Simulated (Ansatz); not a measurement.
Geometry optimisation, Ansatz 0.2.0, RKS PBE0-D4/def2-SVP.

Input:

```yaml
crystal:
  periodic: [false, false, false]
  atoms:
    - { symbol: Li, position_ang: [-0.2696, -2.1795, 1.0916] }
    - { symbol: S, position_ang: [-1.2337, -0.6387, -0.4068] }
    - { symbol: C, position_ang: [0.1298, 0.51, -0.2184] }
    - { symbol: H, position_ang: [1.1774, 0.0128, -0.5073] }
    - { symbol: H, position_ang: [0.0054, 1.3939, -0.8615] }
    - { symbol: H, position_ang: [0.2328, 0.8375, 0.8561] }
basis:
  gaussian: { orbitals: def2-SVP }
hamiltonian:
  xc: pbe0
  dispersion: d4
relax:
  f_tol: 0.015
  max_steps: 40
```

Command:

```bash
$ ansatz run input.yaml --threads 1 --pin off --max-ram 2048MiB --backend cpu --events-out ev --progress --plain --runs-dir out
```

Task: Where does it end, and by what steps?

Result: The run converged. After 4 steps the energy has fallen by 0.330 eV; Li1 moved furthest, 0.30 Å.

```csv
step,energy less start (eV),largest force component (eV/Å),accepted
0,0.0000,2.505,yes
1,-0.2972,1.181,yes
2,-0.3260,0.217,yes
3,-0.3297,0.088,yes
4,-0.3302,0.013,yes
```

```xyz
6
Properties=species:S:1:pos:R:3
Li -0.498 -2.363 1.018
S -1.093 -0.743 -0.245
C 0.205 0.542 -0.201
H 1.191 0.158 -0.508
H -0.068 1.343 -0.905
H 0.306 0.999 0.796
```

Whether the end is a true minimum wasn't checked by a vibrational analysis.

The run took 8.3 s on 1 thread of Arm Neoverse V2 (shared host), peak memory 0.13 GiB.
